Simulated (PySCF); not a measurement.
**NaSi⁺: changing the method**

What do other methods print for NaSi⁺?

Computed with PySCF 2.14.0. Level: each script names its method and basis.

1 further run of the same task is left out (it didn't finish).

## Step 1: Where the work starts

NaSi⁺: 2 atoms, charge 1, spin multiplicity 1.

Bond lengths: Na1–Si2 2.790 Å.

## Step 2: The base run

input.py reads:

```python
from pyscf import gto, dft

mol = gto.M(
    atom='Na 0 0 0; Si 0 0 2.79',
    basis='minao',
    charge=1,
    spin=0,
    verbose=4,
)
mf = dft.RKS(mol, xc='hse06')
mf.kernel()
mf.dip_moment()
print('orbital energies (hartree):', mf.mo_energy[..., max(0, mol.nelec[1]-3):mol.nelec[0]+3].round(4))
```

Launch:

```
> OMP_NUM_THREADS=1 python input.py
```

## Step 3: Polarisability

Run 1 changes step after the SCF: none → polarizability.

input.py: that of step 2 with these lines changed.

```diff
@@ -1,2 +1,3 @@
 from pyscf import gto, dft
+from pyscf.prop.polarizability import rhf as pol
 
@@ -11,2 +12,4 @@
 mf.kernel()
+print('polarizability (a.u.)')
+print(pol.Polarizability(mf).polarizability().round(4))
 mf.dip_moment()
```

## Step 4: CASCI (RHF)

Run 2 changes step after the SCF: none → casci; SCF type: RKS → RHF; functional: hse06 → none (Hartree–Fock); active space: none → 6 electrons in 5 orbitals.

input.py: that of step 2 with these lines changed.

```diff
@@ -1,2 +1,2 @@
-from pyscf import gto, dft
+from pyscf import gto, scf, mcscf
 
@@ -9,4 +9,7 @@
 )
-mf = dft.RKS(mol, xc='hse06')
+mf = scf.RHF(mol)
 mf.kernel()
+mc = mcscf.CASCI(mf, 5, 6)
+mc.kernel()
+mc.analyze()
 mf.dip_moment()
```

## Step 5: Gradient

Run 3 changes step after the SCF: none → gradient.

input.py: that of step 2 with these lines changed.

```diff
@@ -11,2 +11,5 @@
 mf.kernel()
+g = mf.nuc_grad_method()
+g.grid_response = True
+g.kernel()
 mf.dip_moment()
```

## Step 6: Population analysis

Run 4 changes step after the SCF: none → analyze.

input.py: that of step 2 with these lines changed.

```diff
@@ -11,3 +11,3 @@
 mf.kernel()
-mf.dip_moment()
+mf.analyze()
 print('orbital energies (hartree):', mf.mo_energy[..., max(0, mol.nelec[1]-3):mol.nelec[0]+3].round(4))
```

**Question.** What will these runs give? Wanted: for each run, E(SCF); from base; gap; after the SCF.

As calculated:

| run | E(SCF) (hartree) | from base (eV) | cycles | gap (eV) | after the SCF |
| --- | --- | --- | --- | --- | --- |
| base | -451.245520 | 0 | 6 | 1.00 | n/a |
| polarisability | -451.245520 | 0.0000 | 6 | 1.00 | n/a |
| CASCI (RHF) | -450.490595 | not comparable | 7 | 7.36 | CASCI correlation -1.352 eV |
| gradient | -451.245520 | 0.0000 | 6 | 1.00 | n/a |
| population analysis | -451.245520 | 0.0000 | 6 | 1.00 | n/a |

Total energies from different bases, Hamiltonians or methods carry different errors, so properties are taken as differences within one set-up.
